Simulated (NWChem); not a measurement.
Species: trimethylamine (C$_{3}$H$_{9}$N); SMILES CN(C)C

All runs: NWChem. Pople sets run with spherical d functions. Each level has its own optimisation. Entropies are gas-phase, rigid-rotor, harmonic values for NWChem's default masses at 298.15 K and 1 bar, so the errors hold that model's part too (torsions, anharmonicity).

Measured entropy at 1 bar: 68.6 cal/(mol K) (CRC Handbook, as tabulated in the package chemicals).

```
level                 entropy at 1 bar (cal/(mol K))  computed − measured
--------------------  ------------------------------  -------------------
Hartree-Fock/STO-3G                             67.9                 -0.7
Hartree-Fock/3-21G                               [?]                  [?]
Hartree-Fock/6-31G*                             67.9                 -0.7
Hartree-Fock/6-31+G*                             [?]                  [?]
```

Q: Some entries are withheld; supply them.

A: 
- Hartree-Fock/3-21G, entropy at 1 bar (cal/(mol K)): 68.4
- Hartree-Fock/3-21G, computed − measured: -0.2
- Hartree-Fock/6-31+G*, entropy at 1 bar (cal/(mol K)): 67.9
- Hartree-Fock/6-31+G*, computed − measured: -0.7
